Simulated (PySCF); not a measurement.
Breaking a bond: CH4O, SMILES CO. The C1–O5 bond (C1 also carries H, H, H; O5 carries H) is stretched with both fragments frozen at the PBE0/def2-TZVP optimised geometry.

Computed with: RKS-r2SCAN = restricted r2SCAN/cc-pVDZ run with PySCF; RKS-PBE0 = restricted PBE0/cc-pVDZ (PySCF); UKS-r2SCAN = unrestricted r2SCAN/cc-pVDZ (PySCF 2.14.0).

Magnitude of the dipole moment (D; its direction can reverse along the curve, and a method can change to another solution) and Mulliken charge of the fragment that holds C1:

```
R / Å  μ RKS-r2SCAN  q RKS-r2SCAN  μ RKS-PBE0  q RKS-PBE0  μ UKS-r2SCAN  q UKS-r2SCAN
-----  ------------  ------------  ----------  ----------  ------------  ------------
1.13           1.35         -0.06        1.35       -0.06          1.35         -0.06
1.20           1.31          0.01        1.32        0.01          1.31          0.01
1.28           1.35          0.08        1.38        0.08          1.35          0.08
1.32           1.40          0.11        1.43        0.10          1.40          0.11
1.35           1.45          0.13        1.47        0.12          1.45          0.13
1.41           1.54          0.16        1.57        0.15          1.54          0.16
1.44           1.59          0.17        1.62        0.16          1.59          0.17
1.50           1.70          0.19        1.73        0.18          1.70          0.19
1.56           1.80          0.20        1.83        0.19          1.80          0.20
1.64           1.93          0.21        1.96        0.20          1.93          0.21
1.74           2.09          0.21        2.12        0.21          2.09          0.21
1.91           2.31          0.21        2.35        0.20          2.31          0.21
2.09           2.50          0.19        2.56        0.19          2.50          0.19
2.30           2.69          0.18        2.76        0.18          2.26          0.14
2.55           2.87          0.17        2.97        0.18          1.95          0.09
2.83           3.04          0.17        3.17        0.17          1.72          0.06
3.07           3.16          0.16        3.31        0.17          1.60          0.03
3.47              —             —        3.53        0.17          1.53          0.01
3.77              —             —        3.68        0.17          1.52          0.01
4.20              —             —        3.91        0.17          1.52          0.00
4.92              —             —        4.31        0.16          1.53          0.00
```

Dashes: no converged value, or the column stops at the first point that the program doubted or that broke a chosen test of continuity, which isn't proof of a fault.

The restricted form behind RKS-r2SCAN, RKS-PBE0 keeps the bonding electrons paired and can't separate into open-shell fragments. At the longest distance RKS-PBE0 leaves fractional charges on the fragments, a sign of delocalisation error or of the restricted form. The unrestricted determinant behind UKS-r2SCAN is spin-contaminated at 2.30 to 4.92 Å (<S²> up to 1.0, against 0.00 for a pure singlet).
